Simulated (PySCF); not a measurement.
XPS shifts beside NMR shieldings

C₄H₇O (charge +1).
Cartesian coordinates in Å at the PBE0-D3(BJ)/def2-SVP level; atoms count from 1:
```
atom  x, y, z in Å
C1    -1.1315   -0.4127   -0.0464
C2     0.3543   -0.6459    0.1599
C3     1.1324    0.6721   -0.1356
C4     2.5348    0.5284    0.0376
O5     3.6325    0.3734    0.1853
H6    -1.6713   -1.3469    0.1634
H7    -1.5229    0.3594    0.6324
H8    -1.3601   -0.1198   -1.0818
H9     0.7290   -1.4336   -0.5108
H10    0.5673   -0.9560    1.1939
H11    0.8261    1.5004    0.5350
H12    0.9884    1.0203   -1.1785
```

Binding energies: delta-SCF UKS SCAN, pcX-2 on the ionised atom, pcseg-1 elsewhere, spin-free X2C (PySCF 2.14.0). Shieldings: GIAO PBE0/pcSseg-1, non-relativistic, same geometry.

| atom | C 1s (eV) |
| --- | --- |
| C1 | 295.44 |
| C2 | 296.83 |
| C3 | 299.02 |
| C4 | 302.63 |

Problem. What are the absolute isotropic shieldings of these atoms?

Solution. 
| atom | environment | C 1s (eV) | isotropic shielding (ppm) |
| --- | --- | --- | --- |
| C1 | methyl carbon | 295.44 | 165.7 |
| C2 | chain CH2 carbon | 296.83 | 157.8 |
| C3 | chain CH2 carbon | 299.02 | 170.0 |
| C4 | triply bonded carbon | 302.63 | 21.7 |

Problem. Among the listed atoms, is the one with the highest binding energy also the least shielded?

Solution. Yes: C4 has both (302.63 eV, 21.7 ppm).

By binding energy: C1 < C2 < C3 < C4. By shielding: C4 < C2 < C1 < C3.

Spin contamination (⟨S²⟩ against 0.75 for a pure doublet) is marked for C 1s of C4 (0.99), which makes this value less certain. The species carries charge +1, so core ionisation leaves charge +2. One conformer (not necessarily the lowest) at the PBE0-D3(BJ)/def2-SVP geometry, without solvent, vibrations or thermal averaging.
